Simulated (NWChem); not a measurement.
# C2H7N (ethanamine) at HF/6-31G

We compute a structure relaxation of C2H7N (ethanamine). 

The calculation is run with NWChem 7.3.0.

**1. The system as given**

C2H7N has 10 atoms, charge 0, and is taken as a singlet. As SMILES, `CCN`. The shape is that of a PBE0-D4/def2-TZVP optimisation. The run starts from this shape.

Bond lengths: C1–C2 1.521 Å, C2–N3 1.454 Å, C1–H4 1.094 Å, C1–H5 1.094 Å, C1–H6 1.094 Å, C2–H7 1.095 Å, C2–H8 1.095 Å, N3–H9 1.013 Å, N3–H10 1.013 Å. Some angles: C1–C2–N3 115.8°, C1–C2–H7 109.6°, C1–C2–H8 109.6°, N3–C2–H7 107.7°, N3–C2–H8 107.7°, C2–C1–H4 111.5°, C2–C1–H5 110.9°, C2–C1–H6 110.9°, C2–N3–H9 110.3°, C2–N3–H10 110.3°.

**2. A geometry optimisation at HF/6-31G**

Input file c2h7n.nw:

```
start c2h7n
title "C2H7N"
memory total 2200 mb

geometry units au
   C   -1.48532473   0.93163498  -0.98473628
   C    0.14947734  -1.23342424  -0.03401507
   N    2.26162423  -0.51948571   1.57111830
   H   -3.02998687   0.24736515  -2.17620861
   H   -0.36811865   2.26502573  -2.10213134
   H   -2.31869395   1.97570866   0.59318503
   H    0.90876929  -2.28940320  -1.64273892
   H   -1.01912930  -2.57531876   1.02120800
   H    1.63310132   0.41762947   3.11842605
   H    3.42550655   0.68370291   0.64156202
end

basis spherical bse
   * library 6-31G
end

scf
   thresh 1e-08
   maxiter 80
   print low
end

driver
   tight
   maxiter 40
end

task scf optimize
```

Run with:

```bash
nwchem c2h7n.nw > c2h7n.out
```

Q: Predict the results. Wanted: total energy at the end.

**Answer.** As computed:

Level: HF/6-31G.

| quantity | value |
| --- | --- |
| total energy at the end | -134.19279 Eh |

In words: At the final geometry: Bond lengths: C1–C2 1.532 Å, C2–N3 1.453 Å, C1–H4 1.085 Å, C1–H5 1.085 Å, C1–H6 1.085 Å, C2–H7 1.084 Å, C2–H8 1.084 Å, N3–H9 0.995 Å, N3–H10 0.995 Å. Some angles: C1–C2–N3 115.0°, C1–C2–H7 109.6°, C1–C2–H8 109.6°, N3–C2–H7 108.0°, N3–C2–H8 108.0°, C2–C1–H4 111.2°, C2–C1–H5 110.8°, C2–C1–H6 110.8°, C2–N3–H9 116.5°, C2–N3–H10 116.5°. The optimisation took 10 steps and changed the energy by -0.089 eV.
